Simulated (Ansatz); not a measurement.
# singlet CF+: levels of theory compared

Wanted: a comparison of 5 runs (HF/cc-pVTZ, B3LYP/cc-pVTZ, PBE0/cc-pVTZ, revPBE/cc-pVTZ, CCSD/cc-pVTZ) of singlet CF+. 

The results are computed with Ansatz 0.2.0.

36 further runs of the same task are left out: 36 set aside as unsound or not needed.

### 1 The system as given

CF+: 2 atoms, total charge +1, spin state singlet. As SMILES of the parent species, `[C]F`. The shape is that of a PBE0-D4/def2-TZVP optimisation. That shape belongs to the parent species and isn't relaxed for this state.

Bond lengths: C1–F2 1.268 Å.

### 2 The energy at HF/cc-pVTZ (run 1)

Contents of input.yaml:

```yaml
crystal:
  periodic: [false, false, false]
  atoms:
    - {symbol: C, position_ang: [-0.000000, 0.000000, 0.003080]}
    - {symbol: F, position_ang: [0.000000, -0.000000, 1.271320]}
basis:
  gaussian:
    orbitals: cc-pVTZ
accuracy: high
hamiltonian:
  xc: hf
total_charge: 1
output: {orbitals: {seedname: orbitals}}
```

On the command line:

```
$ ansatz run input.yaml --threads 1 --pin off --max-ram 3480MiB --events-out events.jsonl --progress --plain --runs-dir runs
```

Standard output:

```text
Warning: RAYON_NUM_THREADS=1 ignored (pool sized by the plan → 1); use --threads N
Functional definition: HF
  name "HF"
  exchange = exact_x
  correlation = 0
854 factors; integrals over basis functions are off by at most 2.9e-9 eV
mean field evaluation 1: about -3718.1612 eV, gradient 6.4e1 eV
mean field evaluation 2: about -3718.1621 eV, gradient 6.4e1 eV
mean field evaluation 4: about -3724.4935 eV, gradient 3.5e0 eV
mean field evaluation 8: about -3724.5519 eV, gradient 1.0e-1 eV
mean field -3724.55196617 eV, -136.8747601647 hartree, gradient 1.4e-8 eV, S^2 0.000000; 0 other end points of the search recorded, 0 dependent functions left out
reference -3724.55196617 eV, -136.8747601647 hartree; 7, 7 occupied and 53, 53 virtual orbitals, 854 factors
Total energy: -3724.55196617 eV, -136.8747601647 hartree
```

It took 0.38 s on 1 thread of Arm Neoverse V1, shared host.

### 3 The energy at B3LYP/cc-pVTZ (run 2)

Contents of run.yaml:

```yaml
crystal:
  periodic: [false, false, false]
  atoms:
    - {symbol: C, position_ang: [-0.000000, 0.000000, 0.003080]}
    - {symbol: F, position_ang: [0.000000, -0.000000, 1.271320]}
basis:
  gaussian: {orbitals: cc-pVTZ}
output: {orbitals: {seedname: orbitals}}
hamiltonian: {xc: {name: B3LYP}}
total_charge: 1
accuracy: high
```

On the command line:

```
$ ansatz run run.yaml --threads 1 --pin off --max-ram 3480MiB --events-out events.jsonl --progress --plain --runs-dir runs
```

Standard output:

```text
Warning: RAYON_NUM_THREADS=1 ignored (pool sized by the plan → 1); use --threads N
Functional definition: B3LYP
  name "B3LYP"
  parameter a0 = 0.2
  parameter ax = 0.72
  parameter ac = 0.81
  exchange = (1 - a0 - ax)*slater_x + ax*b88_x + a0*exact_x
  correlation = (1 - ac)*vwn_rpa_c + ac*lyp_c
854 factors; integrals over basis functions are off by at most 2.9e-9 eV
mean field evaluation 1: about -3729.9332 eV, gradient 9.1e1 eV
mean field evaluation 2: about -3610.8315 eV, gradient 2.6e2 eV
mean field evaluation 4: about -3740.8255 eV, gradient 3.5e0 eV
mean field evaluation 8: about -3740.8499 eV, gradient 1.6e-1 eV
mean field evaluation 16: about -3740.8499 eV, gradient 4.8e-7 eV
mean field -3740.84992498 eV, -137.4736991037 hartree, gradient 2.6e-8 eV, S^2 0.000000; 0 other end points of the search recorded, 0 dependent functions left out
reference -3740.84994633 eV, -137.4736998883 hartree; 7, 7 occupied and 53, 53 virtual orbitals, 854 factors
Total energy: -3740.84994633 eV, -137.4736998883 hartree
```

It took 1.1 s on 1 thread of Arm Neoverse V1, shared host; peak memory 0.1 GiB.

### 4 A single-point energy at PBE0/cc-pVTZ (run 3)

input.yaml: that of step 2 with these lines changed.

```diff
@@ -6,8 +6,6 @@
 basis:
-  gaussian:
-    orbitals: cc-pVTZ
+  gaussian: {orbitals: cc-pVTZ}
+total_charge: 1
+hamiltonian: {xc: pbe0}
 accuracy: high
-hamiltonian:
-  xc: hf
-total_charge: 1
 output: {orbitals: {seedname: orbitals}}
```

On the command line:

```
$ ansatz run input.yaml --threads 1 --pin off --max-ram 3480MiB --events-out events.jsonl --progress --plain --runs-dir runs
```

Standard output:

```text
Warning: RAYON_NUM_THREADS=1 ignored (pool sized by the plan → 1); use --threads N
Functional definition: PBE0
  name "PBE0"
  parameter a = 0.25
  parameter kappa = 0.804
  parameter beta = 0.06672455060314922
  exchange = (1 - a)*pbe_x(kappa = kappa, mu = beta*pi^2/3) + a*exact_x
  correlation = pbe_c(beta = beta)
854 factors; integrals over basis functions are off by at most 2.9e-9 eV
mean field evaluation 1: about -3726.9197 eV, gradient 8.6e1 eV
mean field evaluation 2: about -3626.9649 eV, gradient 2.4e2 eV
mean field evaluation 4: about -3736.8932 eV, gradient 3.1e0 eV
mean field evaluation 8: about -3736.9127 eV, gradient 1.6e-1 eV
mean field evaluation 16: about -3736.9127 eV, gradient 3.2e-7 eV
mean field -3736.91269321 eV, -137.3290085050 hartree, gradient 9.5e-9 eV, S^2 0.000000; 0 other end points of the search recorded, 0 dependent functions left out
reference -3736.91269442 eV, -137.3290085494 hartree; 7, 7 occupied and 53, 53 virtual orbitals, 854 factors
Total energy: -3736.91269442 eV, -137.3290085494 hartree
```

Run time: 1 s. Hardware: 1 thread of Arm Neoverse V1, shared host; peak memory 0.1 GiB.

Run 4 isn't shown in full; the table further down has it.

### 5 A single-point energy at CCSD/cc-pVTZ (run 5)

Contents of job.yaml:

```yaml
basis:
  gaussian:
    orbitals: cc-pVTZ
crystal:
  periodic: [false, false, false]
  atoms:
    - symbol: C
      position_ang: [-0.000000, 0.000000, 0.003080]
    - symbol: F
      position_ang: [0.000000, -0.000000, 1.271320]
correlation:
  method: ccsd
  frozen_orbitals: {C: 1, F: 1}
scf:
  omitted_lower_state_checks: [cluster_reference, increment]
accuracy: high
total_charge: 1
```

On the command line:

```
$ ansatz run job.yaml --threads 1 --pin off --max-ram 3480MiB --events-out events.jsonl --progress --plain --runs-dir runs
```

Standard output, cut to the lines that bear on the results:

```text
Warning: RAYON_NUM_THREADS=1 ignored (pool sized by the plan → 1); use --threads N
[... 2 set-up lines as earlier in the session ...]
[...]
854 factors; integrals over basis functions are off by at most 2.9e-9 eV
[...]
mean field -3724.55196617 eV, -136.8747601647 hartree, gradient 1.4e-8 eV, S^2 0.000000; 0 other end points of the search recorded, 0 dependent functions left out
2 core orbitals not correlated: weight in the atoms' cores, before any rotation towards them, 1.000 or more for the frozen orbitals, at most 0.000 for the correlated occupied ones
reference -3724.55196617 eV, -136.8747601647 hartree; 5, 5 occupied and 53, 53 virtual orbitals, 854 factors
second order -9.77312142 eV of doubles, -0.00000000 eV of singles
cycle   1  -9.50140684 eV  change    2.7e-1 eV  update   1.2e-1
[...]
cycle  21  -10.06486766 eV  change  -4.6e-11 eV  update  2.4e-10
Total energy: -3734.61683383 eV, -137.2446372289 hartree
Checks for a lower state left out: cluster_reference, increment
```

Wall time 1.1 s (1 thread of Arm Neoverse V1, shared host); peak memory 0.17 GiB.

### 6 The series

| run | level | frozen core orbitals | energy (Eh) | HOMO energy (eV) | LUMO energy (eV) | HOMO–LUMO gap (eV) | wall time |
| --- | --- | --- | --- | --- | --- | --- | --- |
| 1 | HF/cc-pVTZ | – | -136.874760 | -26.83 | -8.37 | 18.46 | 0.38 s |
| 2 | B3LYP/cc-pVTZ | – | -137.473700 | -22.09 | -13.75 | 8.34 | 1.1 s |
| 3 | PBE0/cc-pVTZ | – | -137.329009 | -22.34 | -13.36 | 8.98 | 1 s |
| 4 | revPBE/cc-pVTZ | – | -137.442931 | -20.50 | -14.62 | 5.88 | 1.1 s |
| 5 | CCSD/cc-pVTZ | 2 | -137.244637 | – | – | – | 1.1 s |

### 7 Summary of results

| quantity | value |
| --- | --- |
| run 5: total energy | -137.24464 Eh |
| run 5: correlation energy (2 core orbitals frozen) | -369.9 mEh |
| run 5: T1 diagnostic | 0.027 |

In words: Over runs 1, 2, 3, 4 the HOMO–LUMO gap runs from 5.88 eV (revPBE/cc-pVTZ) to 18.46 eV (HF/cc-pVTZ). Exact exchange widens orbital gaps. Totals of different functionals can't be ranked against each other. All runs together took 4.6 s, the longest 1.1 s.
